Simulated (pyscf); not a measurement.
This saddle point was located with ωB97X-D3(BJ)/def2-SVP in PySCF.

```xyz
16

N      0.2039    -1.9904     0.9117
Sn    -0.2523     0.0083     0.1299
N     -0.6918     1.4221     1.4891
N     -2.0916    -0.2754    -0.7359
N      0.8338     0.2323    -1.5648
H      0.3425    -2.7023     0.1951
H     -0.3950    -2.3724     1.6423
H     -1.6585     1.5066     1.7882
H     -0.0537     1.4409     2.2792
H     -2.8650    -0.3706    -0.0803
H     -2.1389    -1.0665    -1.3756
H      0.2576     0.6066    -2.3173
H      1.6426     0.8410    -1.4578
O      1.7084    -0.1767     1.2674
H      1.2067    -1.3349     1.2518
H      2.5290    -0.1112     0.7652
```
Charge 0, spin multiplicity 1.

Surface: singlet, charge 0. Lowest wavenumbers (cm⁻¹): 1008i, 68, 114, 117, 168.

Task: Which two sides does it connect, and which bonds change?

Result: H₂N–Sn(NH₂)(NH₂)–NH₂ + H₂O <-> NH₃ + H₂N–Sn(NH₂)(NH₂)–OH, a four-centre exchange read from left to right: N–Sn, H–O broken and H–N, O–Sn formed. At ωB97M-D3(BJ)/def2-TZVP it lies +1.0 kcal/mol from the left side and +9.0 kcal/mol from the right (each side as separated species at their lowest minima found). On the reactant side the descent ends in a bound adduct (not fully relaxed), 10.8 kcal/mol under the separated species and 10.8 kcal/mol under the saddle at ωB97X-D3(BJ)/def2-TZVP. On the product side the descent ends in an adduct with a N–Sn contact (not fully relaxed), 11.1 kcal/mol under the separated species and 18.8 kcal/mol under the saddle at ωB97X-D3(BJ)/def2-TZVP. What is counted as broken (N–Sn) persists as a longer contact in the product adduct; parting that adduct is a step of its own. One saddle was located; it need not be the lowest between these sides. Elements past Kr carry the def2 core potentials, without spin-orbit coupling.
